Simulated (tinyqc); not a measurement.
MP2 on RHF in the sto-3g basis, frozen core, for H3O+, spin multiplicity 1, step by step (part 1 of 2). Computed by tinyqc, a small Python program that keeps every step (integrals from PySCF). Settings: charge = 1, multiplicity = 1, basis = sto-3g, method = RHF, frozen orbitals = 1, energy threshold = 1e-10, iteration cap = 71, orthogonalisation = symmetric, start = core, DIIS depth = 6. Command: `OMP_NUM_THREADS=1 python tinyqc.py 29395 29396 out.jsonl` (the two numbers bound the seeds that draw the settings). One thread of a shared host (Intel(R) Xeon(R) Processor @ 2.60GHz), about 0.1 s of CPU time with the checks. The early iterations of the SCF are left out here.

## One-electron integrals

Geometry (angstrom):
```
atom          x          y         z
O      0.000000   0.000000  0.172000
H      1.052000   0.000000  0.000000
H     -0.526000   0.911000  0.000000
H     -0.526000  -0.911000  0.000000
```

Basis sto-3g: exponents (1/bohr^2) and contraction coefficients of normalised primitives:
```
element  l (shell)    exponent  coefficient
O            s (1)  130.709320     0.154329
O            s (1)   23.808861     0.535328
O            s (1)    6.443608     0.444635
O            s (2)    5.033151    -0.099967
O            s (2)    1.169596     0.399513
O            s (2)    0.380389     0.700115
O            p (3)    5.033151     0.155916
O            p (3)    1.169596     0.607684
O            p (3)    0.380389     0.391957
H            s (1)    3.425251     0.154329
H            s (1)    0.623914     0.535328
H            s (1)    0.168855     0.444635
```

Overlap, kinetic and nuclear-attraction integrals over the contracted functions; the nuclear repulsion is the sum of Za Zb / Rab.

nuclear repulsion = 12.78594850 hartree

overlap S:
```
           1O 1s     1O 2s     1O 2px     1O 2py     1O 2pz      2H 1s      3H 1s      4H 1s
1O 1s   1.000000  0.236704   0.000000   0.000000   0.000000   0.041651   0.041656   0.041656
1O 2s   0.236704  1.000000   0.000000   0.000000   0.000000   0.406303   0.406333   0.406333
1O 2px  0.000000  0.000000   1.000000   0.000000   0.000000   0.348996  -0.174515  -0.174515
1O 2py  0.000000  0.000000   0.000000   1.000000   0.000000   0.000000   0.302250  -0.302250
1O 2pz  0.000000  0.000000   0.000000   0.000000   1.000000  -0.057060  -0.057066  -0.057066
2H 1s   0.041651  0.406303   0.348996   0.000000  -0.057060   1.000000   0.158537   0.158537
3H 1s   0.041656  0.406333  -0.174515   0.302250  -0.057066   0.158537   1.000000   0.158558
4H 1s   0.041656  0.406333  -0.174515  -0.302250  -0.057066   0.158537   0.158558   1.000000
```

kinetic energy T (hartree):
```
            1O 1s      1O 2s     1O 2px     1O 2py     1O 2pz      2H 1s      3H 1s      4H 1s
1O 1s   29.003200  -0.168011   0.000000   0.000000   0.000000  -0.007689  -0.007687  -0.007687
1O 2s   -0.168011   0.808128   0.000000   0.000000   0.000000   0.082536   0.082555   0.082555
1O 2px   0.000000   0.000000   2.528731   0.000000   0.000000   0.204909  -0.102475  -0.102475
1O 2py   0.000000   0.000000   0.000000   2.528731   0.000000   0.000000   0.177481  -0.177481
1O 2pz   0.000000   0.000000   0.000000   0.000000   2.528731  -0.033502  -0.033509  -0.033509
2H 1s   -0.007689   0.082536   0.204909   0.000000  -0.033502   0.760032  -0.006787  -0.006787
3H 1s   -0.007687   0.082555  -0.102475   0.177481  -0.033509  -0.006787   0.760032  -0.006785
4H 1s   -0.007687   0.082555  -0.102475  -0.177481  -0.033509  -0.006787  -0.006785   0.760032
```

nuclear attraction V (hartree):
```
             1O 1s       1O 2s      1O 2px      1O 2py      1O 2pz      2H 1s      3H 1s      4H 1s
1O 1s   -62.107788   -7.535610    0.000002    0.000000    0.006060  -1.358452  -1.358617  -1.358617
1O 2s    -7.535610  -10.531523    0.000020    0.000000    0.073553  -3.325463  -3.325763  -3.325763
1O 2px    0.000002    0.000020  -10.502616    0.000000   -0.000003  -2.531685   1.266002   1.266002
1O 2py    0.000000    0.000000    0.000000  -10.502617    0.000000   0.000000  -2.192629   2.192629
1O 2pz    0.006060    0.073553   -0.000003    0.000000  -10.368227   0.432499   0.432551   0.432551
2H 1s    -1.358452   -3.325463   -2.531685    0.000000    0.432499  -5.684198  -1.025614  -1.025614
3H 1s    -1.358617   -3.325763    1.266002   -2.192629    0.432551  -1.025614  -5.684376  -1.025759
4H 1s    -1.358617   -3.325763    1.266002    2.192629    0.432551  -1.025614  -1.025759  -5.684376
```

core Hamiltonian H = T + V (hartree):
```
             1O 1s      1O 2s     1O 2px     1O 2py     1O 2pz      2H 1s      3H 1s      4H 1s
1O 1s   -33.104588  -7.703621   0.000002   0.000000   0.006060  -1.366140  -1.366304  -1.366304
1O 2s    -7.703621  -9.723395   0.000020   0.000000   0.073553  -3.242927  -3.243208  -3.243208
1O 2px    0.000002   0.000020  -7.973884   0.000000  -0.000003  -2.326776   1.163527   1.163527
1O 2py    0.000000   0.000000   0.000000  -7.973886   0.000000   0.000000  -2.015148   2.015148
1O 2pz    0.006060   0.073553  -0.000003   0.000000  -7.839495   0.398997   0.399042   0.399042
2H 1s    -1.366140  -3.242927  -2.326776   0.000000   0.398997  -4.924166  -1.032402  -1.032402
3H 1s    -1.366304  -3.243208   1.163527  -2.015148   0.399042  -1.032402  -4.924344  -1.032544
4H 1s    -1.366304  -3.243208   1.163527   2.015148   0.399042  -1.032402  -1.032544  -4.924344
```

## Two-electron integrals

Functions are numbered as in S; the eight-fold symmetry (ij|kl) = (ji|kl) = (kl|ij) leaves the list below.

Two-electron integrals (ij|kl) in chemists' order, unique and non-zero (hartree):
```
(11|11) 4.785065    (21|11) 0.741380    (21|21) 0.136873    (22|11) 1.118947
(22|21) 0.256633    (22|22) 0.817206    (31|31) 0.024477    (32|31) 0.037809
(32|32) 0.180518    (33|11) 1.115814    (33|21) 0.256684    (33|22) 0.817023
(33|33) 0.880159    (41|41) 0.024477    (42|41) 0.037809    (42|42) 0.180518
(43|43) 0.047444    (44|11) 1.115814    (44|21) 0.256684    (44|22) 0.817023
(44|33) 0.785270    (44|44) 0.880159    (51|51) 0.024477    (52|51) 0.037809
(52|52) 0.180518    (53|53) 0.047444    (54|54) 0.047444    (55|11) 1.115814
(55|21) 0.256684    (55|22) 0.817023    (55|33) 0.785270    (55|44) 0.785270
(55|55) 0.880159    (61|11) 0.132172    (61|21) 0.024207    (61|22) 0.045132
(61|31) 0.001101    (61|32) 0.002068    (61|33) 0.045308    (61|44) 0.045044
(61|51) -0.000180   (61|52) -0.000338   (61|53) -0.000043   (61|55) 0.045051
(61|61) 0.004337    (62|11) 0.333231    (62|21) 0.077437    (62|22) 0.274425
(62|31) 0.005748    (62|32) 0.044578    (62|33) 0.283305    (62|44) 0.269670
(62|51) -0.000940   (62|52) -0.007288   (62|53) -0.002229   (62|55) 0.270034
(62|61) 0.013976    (62|62) 0.115706    (63|11) 0.241754    (63|21) 0.056888
(63|22) 0.215237    (63|31) 0.011649    (63|32) 0.079811    (63|33) 0.234090
(63|44) 0.205552    (63|51) -0.000603   (63|52) -0.005388   (63|53) -0.003166
(63|55) 0.205824    (63|61) 0.010705    (63|62) 0.110256    (63|63) 0.120019
(64|41) 0.007959    (64|42) 0.046854    (64|43) 0.009174    (64|54) -0.001500
(64|64) 0.016176    (65|11) -0.039526   (65|21) -0.009301   (65|22) -0.035191
(65|31) -0.000603   (65|32) -0.005388   (65|33) -0.035273   (65|44) -0.033607
(65|51) 0.008058    (65|52) 0.047735    (65|53) 0.009446    (65|55) -0.036652
(65|61) -0.001750   (65|62) -0.018027   (65|63) -0.016978   (65|65) 0.018952
(66|11) 0.484218    (66|21) 0.114345    (66|22) 0.465733    (66|31) 0.010651
(66|32) 0.115008    (66|33) 0.500837    (66|44) 0.447171    (66|51) -0.001741
(66|52) -0.018804   (66|53) -0.008774   (66|55) 0.448606    (66|61) 0.020803
(66|62) 0.251180    (66|63) 0.273135    (66|65) -0.044657   (66|66) 0.774606
(71|11) 0.132188    (71|21) 0.024209    (71|22) 0.045137    (71|31) -0.000551
(71|32) -0.001034   (71|33) 0.045115    (71|41) 0.000954    (71|42) 0.001791
(71|43) -0.000115   (71|44) 0.045247    (71|51) -0.000180   (71|52) -0.000338
(71|53) 0.000022    (71|54) -0.000037   (71|55) 0.045056    (71|61) 0.004259
(71|62) 0.013464    (71|63) 0.009680    (71|64) 0.000371    (71|65) -0.001688
(71|66) 0.019818    (71|71) 0.004338    (72|11) 0.333262    (72|21) 0.077444
(72|22) 0.274448    (72|31) -0.002874   (72|32) -0.022292   (72|33) 0.273102
(72|41) 0.004978    (72|42) 0.038608    (72|43) -0.005905   (72|44) 0.279920
(72|51) -0.000940   (72|52) -0.007289   (72|53) 0.001115    (72|54) -0.001931
(72|55) 0.270057    (72|61) 0.013463    (72|62) 0.090139    (72|63) 0.065765
(72|64) 0.010081    (72|65) -0.013607   (72|66) 0.156279    (72|71) 0.013979
(72|72) 0.115724    (73|11) -0.120891   (73|21) -0.028447   (73|22) -0.107631
(73|31) 0.008883    (73|32) 0.055099    (73|33) -0.113237   (73|41) -0.001598
(73|42) -0.014272   (73|43) 0.010152    (73|44) -0.106609   (73|51) 0.000302
(73|52) 0.002695    (73|53) -0.001917   (73|54) 0.000722    (73|55) -0.102924
(73|61) -0.004518   (73|62) -0.024153   (73|63) -0.006081   (73|64) -0.002092
(73|65) 0.003559    (73|66) -0.031833   (73|71) -0.005354   (73|72) -0.055138
(73|73) 0.042145    (74|11) 0.209377    (74|21) 0.049269    (74|22) 0.186410
(74|31) -0.001598   (74|32) -0.014272   (74|33) 0.180229    (74|41) 0.010727
(74|42) 0.071577    (74|43) -0.008409   (74|44) 0.200532    (74|51) -0.000522
(74|52) -0.004667   (74|53) 0.000722    (74|54) -0.002750   (74|55) 0.178258
(74|61) 0.008568    (74|62) 0.061993    (74|63) 0.044885    (74|64) 0.018627
(74|65) -0.009198   (74|66) 0.108972    (74|71) 0.009272    (74|72) 0.095496
(74|73) -0.044972   (74|74) 0.094068    (75|11) -0.039531   (75|21) -0.009302
(75|22) -0.035195   (75|31) 0.000302    (75|32) 0.002695    (75|33) -0.034028
(75|41) -0.000522   (75|42) -0.004667   (75|43) 0.000722    (75|44) -0.034861
(75|51) 0.008059    (75|52) 0.047740    (75|53) -0.004724   (75|54) 0.008181
(75|55) -0.036656   (75|61) -0.001688   (75|62) -0.013608   (75|63) -0.009745
(75|64) -0.001517   (75|65) 0.014085    (75|66) -0.025657   (75|71) -0.001751
(75|72) -0.018030   (75|73) 0.008491    (75|74) -0.014706   (75|75) 0.018955
(76|11) 0.098344    (76|21) 0.023034    (76|22) 0.087780    (76|31) 0.000690
(76|32) 0.006248    (76|33) 0.088279    (76|41) 0.001195    (76|42) 0.010822
(76|43) 0.000347    (76|44) 0.088679    (76|51) -0.000451   (76|52) -0.004087
(76|53) -0.000475   (76|54) -0.000822   (76|55) 0.086287    (76|61) 0.004098
(76|62) 0.035524    (76|63) 0.031651    (76|64) 0.003728    (76|65) -0.006231
(76|66) 0.077819    (76|71) 0.004098    (76|72) 0.035527    (76|73) -0.012598
(76|74) 0.029276    (76|75) -0.006231   (76|76) 0.013364    (77|11) 0.484239
(77|21) 0.114350    (77|22) 0.465750    (77|31) -0.005326   (77|32) -0.057509
(77|33) 0.460606    (77|41) 0.009224    (77|42) 0.099603    (77|43) -0.023240
(77|44) 0.487437    (77|51) -0.001742   (77|52) -0.018805   (77|53) 0.004388
(77|54) -0.007599   (77|55) 0.448622    (77|61) 0.019816    (77|62) 0.156271
(77|63) 0.110285    (77|64) 0.026920    (77|65) -0.025655   (77|66) 0.288544
(77|71) 0.020806    (77|72) 0.251204    (77|73) -0.136585   (77|74) 0.236556
(77|75) -0.044663   (77|76) 0.077819    (77|77) 0.774606    (81|11) 0.132188
(81|21) 0.024209    (81|22) 0.045137    (81|31) -0.000551   (81|32) -0.001034
(81|33) 0.045115    (81|41) -0.000954   (81|42) -0.001791   (81|43) 0.000115
(81|44) 0.045247    (81|51) -0.000180   (81|52) -0.000338   (81|53) 0.000022
(81|54) 0.000037    (81|55) 0.045056    (81|61) 0.004259    (81|62) 0.013464
(81|63) 0.009680    (81|64) -0.000371   (81|65) -0.001688   (81|66) 0.019818
(81|71) 0.004259    (81|72) 0.013465    (81|73) -0.005162   (81|74) 0.008198
(81|75) -0.001688   (81|76) 0.003977    (81|77) 0.019818    (81|81) 0.004338
(82|11) 0.333262    (82|21) 0.077444    (82|22) 0.274448    (82|31) -0.002874
(82|32) -0.022292   (82|33) 0.273102    (82|41) -0.004978   (82|42) -0.038608
(82|43) 0.005905    (82|44) 0.279920    (82|51) -0.000940   (82|52) -0.007289
(82|53) 0.001115    (82|54) 0.001931    (82|55) 0.270057    (82|61) 0.013463
(82|62) 0.090139    (82|63) 0.065765    (82|64) -0.010081   (82|65) -0.013607
(82|66) 0.156279    (82|71) 0.013465    (82|72) 0.090148    (82|73) -0.041619
(82|74) 0.051917    (82|75) -0.013609   (82|76) 0.028433    (82|77) 0.156287
(82|81) 0.013979    (82|82) 0.115724    (83|11) -0.120891   (83|21) -0.028447
(83|22) -0.107631   (83|31) 0.008883    (83|32) 0.055099    (83|33) -0.113237
(83|41) 0.001598    (83|42) 0.014272    (83|43) -0.010152   (83|44) -0.106609
(83|51) 0.000302    (83|52) 0.002695    (83|53) -0.001917   (83|54) -0.000722
(83|55) -0.102924   (83|61) -0.004518   (83|62) -0.024153   (83|63) -0.006081
(83|64) 0.002092    (83|65) 0.003559    (83|66) -0.031833   (83|71) -0.005162
(83|72) -0.041619   (83|73) 0.030985    (83|74) -0.023491   (83|75) 0.006187
(83|76) -0.009863   (83|77) -0.078467   (83|81) -0.005354   (83|82) -0.055138
(83|83) 0.042145    (84|11) -0.209377   (84|21) -0.049269   (84|22) -0.186410
(84|31) 0.001598    (84|32) 0.014272    (84|33) -0.180229   (84|41) 0.010727
(84|42) 0.071577    (84|43) -0.008409   (84|44) -0.200532   (84|51) 0.000522
(84|52) 0.004667    (84|53) -0.000722   (84|54) -0.002750   (84|55) -0.178258
(84|61) -0.008568   (84|62) -0.061993   (84|63) -0.044885   (84|64) 0.018627
(84|65) 0.009198    (84|66) -0.108972   (84|71) -0.008198   (84|72) -0.051917
(84|73) 0.023491    (84|74) -0.018433   (84|75) 0.007681    (84|76) -0.017083
(84|77) -0.082054   (84|81) -0.009272   (84|82) -0.095496   (84|83) 0.044972
(84|84) 0.094068    (85|11) -0.039531   (85|21) -0.009302   (85|22) -0.035195
(85|31) 0.000302    (85|32) 0.002695    (85|33) -0.034028   (85|41) 0.000522
(85|42) 0.004667    (85|43) -0.000722   (85|44) -0.034861   (85|51) 0.008059
(85|52) 0.047740    (85|53) -0.004724   (85|54) -0.008181   (85|55) -0.036656
(85|61) -0.001688   (85|62) -0.013608   (85|63) -0.009745   (85|64) 0.001517
(85|65) 0.014085    (85|66) -0.025657   (85|71) -0.001688   (85|72) -0.013609
(85|73) 0.006187    (85|74) -0.007681   (85|75) 0.014086    (85|76) -0.004819
(85|77) -0.025658   (85|81) -0.001751   (85|82) -0.018030   (85|83) 0.008491
(85|84) 0.014706    (85|85) 0.018955    (86|11) 0.098344    (86|21) 0.023034
(86|22) 0.087780    (86|31) 0.000690    (86|32) 0.006248    (86|33) 0.088279
(86|41) -0.001195   (86|42) -0.010822   (86|43) -0.000347   (86|44) 0.088679
(86|51) -0.000451   (86|52) -0.004087   (86|53) -0.000475   (86|54) 0.000822
(86|55) 0.086287    (86|61) 0.004098    (86|62) 0.035524    (86|63) 0.031651
(86|64) -0.003728   (86|65) -0.006231   (86|66) 0.077819    (86|71) 0.003977
(86|72) 0.028433    (86|73) -0.009863   (86|74) 0.017083    (86|75) -0.004819
(86|76) 0.010818    (86|77) 0.050462    (86|81) 0.004098    (86|82) 0.035527
(86|83) -0.012598   (86|84) -0.029276   (86|85) -0.006231   (86|86) 0.013364
(87|11) 0.098358    (87|21) 0.023037    (87|22) 0.087792    (87|31) -0.001381
(87|32) -0.012499   (87|33) 0.088892    (87|44) 0.088090    (87|51) -0.000451
(87|52) -0.004087   (87|53) 0.000950    (87|55) 0.086298    (87|61) 0.003977
(87|62) 0.028434    (87|63) 0.019727    (87|65) -0.004819   (87|66) 0.050467
(87|71) 0.004099    (87|72) 0.035532    (87|73) -0.019059   (87|74) 0.025551
(87|75) -0.006232   (87|76) 0.010819    (87|77) 0.077832    (87|81) 0.004099
(87|82) 0.035532    (87|83) -0.019059   (87|84) -0.025551   (87|85) -0.006232
(87|86) 0.010819    (87|87) 0.013368    (88|11) 0.484239    (88|21) 0.114350
(88|22) 0.465750    (88|31) -0.005326   (88|32) -0.057509   (88|33) 0.460606
(88|41) -0.009224   (88|42) -0.099603   (88|43) 0.023240    (88|44) 0.487437
(88|51) -0.001742   (88|52) -0.018805   (88|53) 0.004388    (88|54) 0.007599
(88|55) 0.448622    (88|61) 0.019816    (88|62) 0.156271    (88|63) 0.110285
(88|64) -0.026920   (88|65) -0.025655   (88|66) 0.288544    (88|71) 0.019818
(88|72) 0.156287    (88|73) -0.078467   (88|74) 0.082054    (88|75) -0.025658
(88|76) 0.050462    (88|77) 0.288557    (88|81) 0.020806    (88|82) 0.251204
(88|83) -0.136585   (88|84) -0.236556   (88|85) -0.044663   (88|86) 0.077819
(88|87) 0.077832    (88|88) 0.774606
```

## Orthogonalisation

S = U s U^T; symmetric (Loewdin) form X = U s^(-1/2) U^T, so that X^T S X = 1.

eigenvalues of S: 0.397279  0.485985  0.486003  0.962360  1.025899  1.355457  1.355467  1.931549

X:
```
            1O 1s      1O 2s     1O 2px     1O 2py     1O 2pz      2H 1s      3H 1s      4H 1s
1O 1s    1.024568  -0.144959   0.000001   0.000000   0.003045   0.018816   0.018817   0.018817
1O 2s   -0.144959   1.241577  -0.000014   0.000000  -0.030164  -0.227491  -0.227518  -0.227518
1O 2px   0.000001  -0.000014   1.094213   0.000000   0.000002  -0.231004   0.115514   0.115514
1O 2py   0.000000   0.000000   0.000000   1.094217   0.000000   0.000000  -0.200069   0.200069
1O 2pz   0.003045  -0.030164   0.000002   0.000000   1.004143   0.031357   0.031362   0.031362
2H 1s    0.018816  -0.227491  -0.231004   0.000000   0.031357   1.146905  -0.052235  -0.052235
3H 1s    0.018817  -0.227518   0.115514  -0.200069   0.031362  -0.052235   1.146930  -0.052242
4H 1s    0.018817  -0.227518   0.115514   0.200069   0.031362  -0.052235  -0.052242   1.146930
```
